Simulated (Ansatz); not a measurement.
The first iterations of a band of C$_{2}$H$_{5}$N (8 atoms, charge 0, multiplicity 1).

Method: Ansatz 0.2.0, RKS PBE0-D4/STO-3G.

```
movable images  : 7
climbing image  : yes
spring          : 5.0 eV/Å²
optimiser       : quadratic models (default)
start path      : IDPP
force threshold : 0.05 eV/Å
iteration limit : 60
end points      : relaxed
```

Initial state:

```xyz
8
Properties=species:S:1:pos:R:3
C -0.480 0.603 -0.322
C 0.682 -0.169 0.301
N 0.734 -1.435 0.612
H -0.179 1.026 -1.293
H -1.348 -0.051 -0.475
H -0.774 1.440 0.328
H 1.586 0.431 0.508
H -0.221 -1.845 0.341
```

Final state:

```xyz
8
Properties=species:S:1:pos:R:3
C -0.634 0.532 -0.113
C 0.553 -0.228 0.475
N 1.228 -1.208 -0.059
H -0.892 0.146 -1.108
H -1.511 0.438 0.544
H -0.396 1.603 -0.199
H 0.871 0.103 1.480
H 0.780 -1.386 -1.019
```

| iteration | highest image above the first end (eV) | largest band force component (eV/Å) |
| --- | --- | --- |
| 1 | 0.085 | 0.742 |
| 2 | 0.055 | 0.288 |

Problem. Does the band converge within its limit, and where does its top end?

Solution. The forces met the threshold. It ended after 5 iterations with the highest image 0.053 eV above the first end. A vibrational analysis at the climbing image gives one clearly imaginary mode, 170i cm⁻¹: a first-order saddle point. Limits of this set-up: minimal basis.

Time of the run: 26 s on 1 thread of Arm Neoverse V2, on a shared host, peak memory 0.081 GiB.
